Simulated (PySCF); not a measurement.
## Excitation energies in several basis sets

Species: PH3.
InChI=1S/H3P/h1H3

TDDFT with PBE0 (PySCF), vertical singlets, core orbitals frozen in the response, spherical d and f functions. Isolated species at its PBE0-D3(BJ)/def2-SVP geometry, gas phase.

How do the low singlets change with the basis? Take 6-31G*, 6-31+G*, def2-SVP, def2-SVPD, aug-cc-pVDZ, def2-TZVP, def2-TZVPD and aug-cc-pVTZ.

| basis | functions | diffuse | S1 (eV) | S2 (eV) | S3 (eV) | S4 (eV) | S5 (eV) | LUMO (eV) | α (au) |
| --- | --- | --- | --- | --- | --- | --- | --- | --- | --- |
| 6-31G* | 24 | no | 7.74 | 7.74 | 9.60 | 9.96 | 11.03 | 1.05 | 20.8 |
| 6-31+G* | 28 | yes | 6.70 | 7.69 | 7.69 | 8.23 | 8.23 | 0.09 | 23.0 |
| def2-SVP | 33 | no | 7.89 | 7.89 | 8.32 | 10.04 | 10.84 | 1.24 | 22.3 |
| def2-SVPD | 48 | yes | 7.25 | 7.41 | 7.41 | 9.68 | 9.79 | 0.82 | 29.7 |
| aug-cc-pVDZ | 54 | yes | 6.56 | 7.25 | 7.25 | 7.95 | 7.95 | -0.16 | 30.5 |
| def2-TZVP | 55 | no | 7.38 | 7.38 | 7.63 | 9.59 | 10.27 | 0.74 | 26.5 |
| def2-TZVPD | 70 | yes | 6.87 | 7.21 | 7.21 | 9.29 | 9.29 | 0.28 | 30.7 |
| aug-cc-pVTZ | 119 | yes | 6.57 | 7.16 | 7.16 | 7.82 | 7.82 | -0.19 | 31.0 |

States are compared by their number. Against the largest diffuse basis here (aug-cc-pVTZ, itself not a converged limit), sets without diffuse functions differ by up to 1.32 eV in S1 and 3.21 eV in S5; the smaller diffuse sets differ by up to 0.69 and 1.97 eV. State by state, the largest deviation of a set without diffuse functions is S1 1.32, S2 0.72, S3 2.44, S4 2.22, S5 3.21 eV. The same number needn't mean the same state in each row. Against aug-cc-pVTZ the polarisability deviates by -33% in 6-31G*, -26% in 6-31+G*, -28% in def2-SVP, -4% in def2-SVPD, -2% in aug-cc-pVDZ, -15% in def2-TZVP, -1% in def2-TZVPD. A single + in a Pople set puts diffuse functions on heavy atoms only.
